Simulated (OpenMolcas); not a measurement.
# A ladder of methods for CF+ (SMILES [C+]F)

CF+: 2 atoms, total charge +1, spin state singlet. SMILES: `[C+]F`. The coordinates come from a PBE0-D4/def2-TZVP relaxation.

```xyz
2

C     0.4923   -0.1608    0.2532
F    -0.4923    0.1608   -0.2532
```

Each level gives the vertical energy of the triplet above the singlet (eV). The values are calculated.

| level | kind | program | value (eV) | CPU time (all runs) |
| --- | --- | --- | --- | --- |
| HF/aug-cc-pVTZ | Hartree–Fock | OpenMolcas | 3.63 | 21 s |
| PBE/aug-cc-pVTZ | GGA | OpenMolcas | 4.61 | 48 s |
| revPBE/aug-cc-pVTZ | GGA | OpenMolcas | 4.60 | 46 s |
| M06-L/aug-cc-pVTZ | meta-GGA | OpenMolcas | 11.21 | 6.4 min |
| r2SCAN/aug-cc-pVTZ | meta-GGA | OpenMolcas | 4.27 | 2.8 min |
| B3LYP/aug-cc-pVTZ | global hybrid | OpenMolcas | ? | 45 s |
| M06-2X/aug-cc-pVTZ | hybrid meta-GGA | OpenMolcas | 4.75 | 58 s |
| PBE0/aug-cc-pVTZ | global hybrid | OpenMolcas | ? | 44 s |

Task: Estimate the missing values from the other rows.

Result: As computed at these levels: B3LYP/aug-cc-pVTZ: 4.69 eV; PBE0/aug-cc-pVTZ: 4.48 eV. The values span 3.63 to 11.21 eV. CPU times are rough (shared hosts, several kinds of processor): they show what a rung costs within a factor of a few.
